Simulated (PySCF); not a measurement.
# Variants of one PySCF input: NaF

Base input, run as `OMP_NUM_THREADS=1 python input.py` with PySCF 2.14:

```python
from pyscf import gto, dft

mol = gto.M(
    atom='Na 0 0 0; F 0 0 2.037',
    basis='cc-pvdz',
    charge=0,
    spin=0,
    symmetry=True,
    verbose=4,
)
mf = dft.RKS(mol, xc='b3pw91')
mf = mf.density_fit(auxbasis='def2-universal-jkfit')
mf.kernel()
mf.dip_moment()
print('orbital energies (hartree):', mf.mo_energy[..., max(0, mol.nelec[1]-3):mol.nelec[0]+3].round(4))
```

Base result: E(SCF) = -262.098914 Eh, 9 cycles, μz(SCF) = -8.02 D. Stability towards an unrestricted solution was not tested. The bond length is a typed value, not an optimised one.

Run time: 1.1 s on 1 thread of Arm Neoverse V2 (shared host), peak memory 0.15 GiB.

Each row names what differs from the base; energies in brackets are changes from the base.

| change | result | wall time (s) |
| --- | --- | --- |
| PCM solvent, dielectric constant: none → 32.6 | E(SCF) = -262.131808 Eh (-0.8951 eV), 8 cycles, μz(SCF) = -8.59 D | 1.6 |
| basis set: cc-pvdz → x2c-svpall; spin-free X2C: off → on | E(SCF) = -262.247601 Eh, 9 cycles, μz(SCF) = -7.73 D | 1.4 |
| step after the SCF: none → gradient | E(SCF) = -262.098914 Eh (+0.0000 eV), 9 cycles, μz(SCF) = -8.02 D, gradient on the second atom 0.0234 Eh/bohr | 1.7 |
| functional: b3pw91 → tpss | E(SCF) = -262.187653 Eh, 10 cycles, μz(SCF) = -7.60 D | 1.8 |
| basis set: cc-pvdz → jorge-dzp-dkh; spin-free X2C: off → on | E(SCF) = -262.424589 Eh, 9 cycles, μz(SCF) = -8.32 D | 1.8 |
| step after the SCF: none → eomea; SCF type: RKS → RHF; functional: b3pw91 → none (Hartree–Fock); frozen orbitals: default → 0; number of roots: default → 4 [positive roots are unbound] | E(SCF) = -261.323861 Eh, 8 cycles, E(CCSD) − E(SCF) = -0.20944 Eh, μz(SCF) = -8.72 D, attachment roots -0.363, 1.001, 1.001, 1.908 eV | 1.6 |
| geometry: bond 2.037 → bond 2.098 | E(SCF) = -262.095835 Eh (+0.0838 eV), 9 cycles, μz(SCF) = -8.20 D | 1.1 |
| damping: none → 0.5 | E(SCF) = -262.098914 Eh (+0.0000 eV), 12 cycles, μz(SCF) = -8.02 D | 1.4 |
| charge: 0 → 1; spin (2S): 0 → 1; SCF type: RKS → UKS | not converged: SCF after 50 cycles | 4.7 |
| functional: b3pw91 → hse06 | E(SCF) = -261.991700 Eh, 9 cycles, μz(SCF) = -8.01 D | 1.5 |
| basis set: cc-pvdz → 6-311++g** | E(SCF) = -262.134754 Eh (-0.9753 eV), 9 cycles, μz(SCF) = -8.67 D | 1.4 |
| spin (2S): 0 → 1 [unsound on purpose] [runs as restricted open-shell] | stops with RuntimeError (Electron number 20 and spin 1 are not consistent) | 0.46 |
| basis set: cc-pvdz → 6-311g** | E(SCF) = -262.119398 Eh (-0.5574 eV), 10 cycles, μz(SCF) = -7.90 D | 2.2 |
| basis set: cc-pvdz → pcseg-1 | E(SCF) = -262.068212 Eh (+0.8355 eV), 8 cycles, μz(SCF) = -8.07 D | 0.95 |
| functional: b3pw91 → pw91 | E(SCF) = -262.115861 Eh, 10 cycles, μz(SCF) = -7.40 D | 1.3 |
| electric field along z (a.u.): none → 0.01; point-group symmetry: on → off | E(SCF) = -262.068312 Eh (+0.8327 eV), 10 cycles, μz(SCF) = -7.48 D | 1.1 |
| functional: b3pw91 → mn15 | E(SCF) = -261.995158 Eh, 9 cycles, μz(SCF) = -8.14 D | 1.4 |
| density fitting: def2-universal-jkfit → none | E(SCF) = -262.098898 Eh (+0.0004 eV), 9 cycles, μz(SCF) = -8.02 D | 1.3 |
| geometry: bond 2.037 → bond 4.074 [stretched restricted solution, likely unstable] | E(SCF) = -261.972423 Eh (+3.4420 eV), 15 cycles, μz(SCF) = -12.63 D | 1.5 |

Task: Order these changes by how far they move the SCF energy from the base, largest first: (1) PCM solvent, dielectric constant: none → 32.6; (2) electric field along z (a.u.): none → 0.01; point-group symmetry: on → off; (3) geometry: bond 2.037 → bond 2.098; (4) geometry: bond 2.037 → bond 4.074.

Result: (4) +3.4420 eV, (1) -0.8951 eV, (2) +0.8327 eV, (3) +0.0838 eV.
